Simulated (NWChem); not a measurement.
acetylene (C2H2); SMILES C#C

Program: NWChem. Pople sets run with spherical d functions. Geometry: optimised at PBE0/def2-SVP.

Task: Order these by “orbital gap (eV)”, lowest first: B3LYP/def2-SVP; B3LYP/def2-SVPD; B3LYP/STO-3G; B3LYP/3-21G; B3LYP/6-311++G**.

Result: B3LYP/6-311++G** (8.27), B3LYP/def2-SVPD (8.63), B3LYP/def2-SVP (8.94), B3LYP/3-21G (9.37), B3LYP/STO-3G (10.92)
